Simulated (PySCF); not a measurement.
Molecule: SMILES C[SiH2]C, C2H8Si.

Geometry:
```json
{"atom": "C1", "x (Å)": "1.490", "y (Å)": "0.548", "z (Å)": "-0.209"}
{"atom": "Si2", "x (Å)": "0.122", "y (Å)": "-0.735", "z (Å)": "0.045"}
{"atom": "C3", "x (Å)": "-1.566", "y (Å)": "0.088", "z (Å)": "0.161"}
{"atom": "H4", "x (Å)": "2.219", "y (Å)": "0.528", "z (Å)": "0.615"}
{"atom": "H5", "x (Å)": "1.067", "y (Å)": "1.564", "z (Å)": "-0.259"}
{"atom": "H6", "x (Å)": "2.038", "y (Å)": "0.367", "z (Å)": "-1.145"}
{"atom": "H7", "x (Å)": "0.372", "y (Å)": "-1.516", "z (Å)": "1.299"}
{"atom": "H8", "x (Å)": "0.121", "y (Å)": "-1.715", "z (Å)": "-1.088"}
{"atom": "H9", "x (Å)": "-2.364", "y (Å)": "-0.653", "z (Å)": "0.325"}
{"atom": "H10", "x (Å)": "-1.590", "y (Å)": "0.803", "z (Å)": "0.999"}
{"atom": "H11", "x (Å)": "-1.800", "y (Å)": "0.640", "z (Å)": "-0.763"}
```

Geometry PBE0-D3(BJ)/def2-SVP throughout; GIAO in PySCF 2.14, gas phase, one conformer, non-relativistic; equivalent atoms averaged; basis pcSseg-2.

For orientation, mPW1PW91 gives these absolute shieldings σ: C1/C3 190.4, Si2 381.5, H7/H8 27.15, H4/H5/H6/H9/H10/H11 31.13 ppm.

A run gave: C1/C3 195.4, Si2 388.9, H7/H8 27.25, H4/H5/H6/H9/H10/H11 31.17 ppm (absolute shieldings σ).

Task: Which functional was used in that run?
A. LC-wPBE
B. KT3
C. B3LYP
D. WP04
E. KT2

Result: A. C1/C3 tells them apart best: LC-wPBE gives 195.4, WP04 gives 177.4, KT2 gives 189.4, KT3 gives 187.5, B3LYP gives 185.9 ppm.
